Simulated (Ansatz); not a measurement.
## Multireference treatment of O3, singlet

Calculated in Ansatz's Gaussian-basis code. Basis aug-cc-pVTZ, nonrelativistic, 3 orbitals frozen in the corrections. State-specific CASSCF; RHF is the lowest restricted (open-shell) Hartree–Fock solution met. No symmetry is imposed, so a solution can break that of the shape. No proof that the lowest CASSCF solution was found. The orbital stability of a CASSCF solution shown is undecided.

Geometry:

```xyz
3

O     0.0000    0.0000    0.0000
O     0.0000    1.0885    0.6697
O     0.0000   -1.0885    0.6697
```

Question: What do CASSCF and its corrections give against RHF in CAS(12,9), and what are the occupations?

Answer: CASSCF -6.267 eV, SC-NEVPT2 -20.540 eV; occupations 1.99, 1.99, 1.96, 1.96, 1.95, 1.78, 0.25, 0.06, 0.05.

Question: Roughly how much CPU time does a whole run from the default start take (median of such runs, summed over threads; nearly all runs on one pinned thread of a shared server, mostly Xeon at 2.3 to 2.6 GHz, by a development driver)?

Answer: CAS(12,9): about 42 s. Other jobs ran beside these, and the count of passes differs.
